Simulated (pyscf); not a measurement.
# Concerted two-bond exchange: HP=InH (SMILES [PH]=[InH]) + H₂ (SMILES [H][H]) → H₂P–In (SMILES [PH2][In]) [singlet] + H₂ (SMILES [H][H])

Gas phase, singlet surface, charge 0. Bonds broken: H2–H3, In5–H6. Bonds formed: P1–H3, H2–H6. PySCF, gas phase, ωB97X-D3(BJ)/def2-SVP geometries.

Transition state (Å):

```xyz
6

P     -2.5831    -0.7396     0.5038
H      0.0643    -0.0905    -0.0966
H     -0.5239    -0.6002     0.3713
H     -1.8919    -1.5826    -0.4160
In    -1.5136     1.5371     0.1230
H      0.2395     1.2425    -0.5103
```

One imaginary mode, 1294i cm⁻¹; descent along it reached the two sides named.

| bond | change | reactant side (Å) | saddle | product side |
|---|---|---|---|---|
| H2–H3 | breaks | 0.762 | 0.908 | 2.9 |
| In5–H6 | breaks | 1.703 | 1.887 | 3.2 |
| P1–H3 | forms | 3.7 | 2.068 | 1.431 |
| H2–H6 | forms | 2.9 | 1.407 | 0.762 |

Electronic energies relative to the separated reactants (eV):

| level | barrier | reaction energy | reverse barrier |
|---|---|---|---|
| ωB97X-D3(BJ)/def2-TZVP | 2.34 | -1.21 | 3.55 |
| PBE/def2-TZVP | 1.66 | -1.12 | 2.78 |
| r²SCAN/def2-TZVP | 1.88 | -1.08 | 2.96 |
| B3LYP-D3(BJ)/def2-TZVP | 1.87 | -1.30 | 3.17 |
| PBE0-D3(BJ)/def2-TZVP | 1.91 | -1.18 | 3.09 |
| M06-2X/def2-TZVP | 2.17 | -1.20 | 3.36 |
| ωB97M-D3(BJ)/def2-TZVP | 2.19 | -1.24 | 3.43 |
| HF/def2-TZVP | 3.00 | -1.41 | 4.41 |

With ωB97M-D3(BJ)/def2-TZVP energies and thermal terms (ideal gas, 1 atm, RRHO with modes under 100 cm⁻¹ raised to 100, one conformer, R ln 2 for chiral ones without a mode under 150 cm⁻¹), in eV:

```tsv
T (K)	ΔH‡	ΔG‡	ΔH	ΔG
298	2.17	2.50	-1.18	-1.20
600	2.14	2.84	-1.19	-1.21
900	2.14	3.19	-1.20	-1.22
1200	2.15	3.55	-1.21	-1.23
```

The same reactants have a lower exit, to H₂P–InH₂ (barrier +1.37 eV at ωB97M-D3(BJ)/def2-TZVP, against +2.19 eV here). One saddle was located; it need not be the lowest between these sides. One closed-shell reference is unstable to symmetry breaking; treat the single-reference values with care. Elements past Kr carry the def2 core potentials, without spin-orbit coupling.
